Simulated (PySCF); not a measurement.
Start geometry of `CC#CCF` from GFN2-xTB (Å):
```
atom  x, y, z in Å
C1    -2.0231    0.1700   -0.2987
C2    -0.6197    0.0342   -0.1750
C3     0.5468   -0.1255   -0.0542
C4     2.0389   -0.2453    0.0710
F5     2.6442    0.8806   -0.3888
H6    -2.4726   -0.6578   -0.8240
H7    -2.2524    1.0953   -0.8730
H8    -2.4856    0.2854    0.6769
H9     2.2988   -0.3727    1.1429
H10    2.3750   -1.0851   -0.5224
```

What comes out of this run: PySCF 2.14.0, PBE0-D3(BJ)/def2-SVP geometry optimisation, gas phase?

```
atom  x, y, z in Å
C1    -2.0345    0.2942   -0.0197
C2    -0.6005    0.0750   -0.0863
C3     0.5966   -0.1039   -0.1441
C4     2.0347   -0.3264   -0.2080
F5     2.7044    0.7544   -0.7251
H6    -2.5860   -0.5351   -0.4896
H7    -2.3090    1.2207   -0.5476
H8    -2.3788    0.3862    1.0221
H9     2.4294   -0.5305    0.8029
H10    2.2539   -1.2068   -0.8383
```

The energy falls by 0.149 eV over 8 energy and gradient evaluations, the largest force component goes from 0.0874 to 4.0e-04 Eh/bohr, and the atoms move by 0.041 Å rms after alignment. The bond that changes most is C3–C4 (alkyne carbon to sp3 C–F carbon), which shortens by 0.046 Å. Bonds longer at the end by more than 0.005 Å: 6 of 9; shorter: 3. Among the angles that change most is H9–C4–H10, from 111.6° to 107.7°. Rotational constants go from 25037, 2082, 1971 to 25898, 2023, 1922 MHz. The orientation of the end geometry is arbitrary; only internal coordinates are fixed.

The run used 95 basis functions and 53 SCF cycles in all.

No frequency check.
